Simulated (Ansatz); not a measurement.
Rock-salt MgS, treated with B3LYP (VWN-RPA form) in Ansatz (PAW).

Run with plane-wave cutoff 460 eV, 8×8×8 k mesh, Fermi–Dirac smearing 0.01 eV, scalar-relativistic PAW data made under PBE.

Pressure at four volumes; x = ln(V/18.008 Å³). One pressure is withheld.

| V (Å³/atom) | x | P (GPa) |
|---|---|---|
| 17.108 | -0.0513 | ? |
| 17.480 | -0.0298 | 2.48 |
| 18.008 | 0.0000 | 0.10 |
| 18.908 | 0.0488 | -3.22 |

Pass a parabola P(x) through the three rows shown, estimate the bulk modulus and its pressure derivative near zero pressure, and predict the withheld pressure.

Slopes between the rows: (0.10 − (2.48))/(0.0000 − (-0.0298)) = -79.87 and (-3.22 − (0.10))/(0.0488 − (0.0000)) = -68.03 GPa. Their difference over the span 0.0786 is c = 11.84/0.0786 = 150.6 GPa, so P(x) = 2.48 + (-79.87)(x − (-0.0298)) + 150.6 (x − (-0.0298))(x − (0.0000)). At the middle row B = −dP/dx = −[-79.87 + 150.6 × 0.0298] = 75.4 GPa, and B′ = dB/dP = 2c/B = 4.0. At x = -0.0513 the parabola gives 4.36 GPa; the run gives 4.38 GPa. The Birch–Murnaghan fit to the energies at all volumes has B0 = 74.7 GPa and B′ = 4.1.

Measured, for comparison: bulk modulus 81 GPa (corrected for zero-point motion; as tabulated in Goldzak et al. (2022), arXiv:2208.04865). Computed (rounded) less measured: bulk modulus -8 %.

Ansatz is a program for electronic structure.
